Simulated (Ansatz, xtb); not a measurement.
**Ranking isomers of C5H3F**

3 gas-phase structures of C5H3F, from a drawn sample of its isomers (lower ones may exist). Each was relaxed with GFN2-xTB:

A. `C#CC(F)C#C`, a singlet
B. `C#CC#CCF`, a singlet
C. `C#CCC#CF`, a singlet

Question: Estimate their order in r2SCAN-D4/def2-SVP//GFN2-xTB energy at these geometries, lowest first.

Answer: Calculated order at r2SCAN-D4/def2-SVP//GFN2-xTB: B (0.0), A (15.6), C (22.0) kcal/mol.

Energies above the lowest of each column, in kcal/mol; the last columns are at r2SCAN-D4/def2-SVP geometries:

```csv
structure,GFN2-xTB,HF/STO-3G,r2SCAN-D4/def2-SVP//GFN2-xTB,r2SCAN-D4/def2-SVP,CCSD(T)/def2-SVP + ΔMP2/def2-TZVPP
B,0.0,0.0,0.0,0.0,0.0
A,10.6,11.7,15.6,15.5,9.3
C,7.8,7.2,22.0,21.8,20.2
```

Every level run on B puts it lowest or level with the lowest. ΔMP2 is the change of the MP2 energy from the smaller to the larger basis.

Programs: Ansatz 0.2.0, xtb 6.7.1.
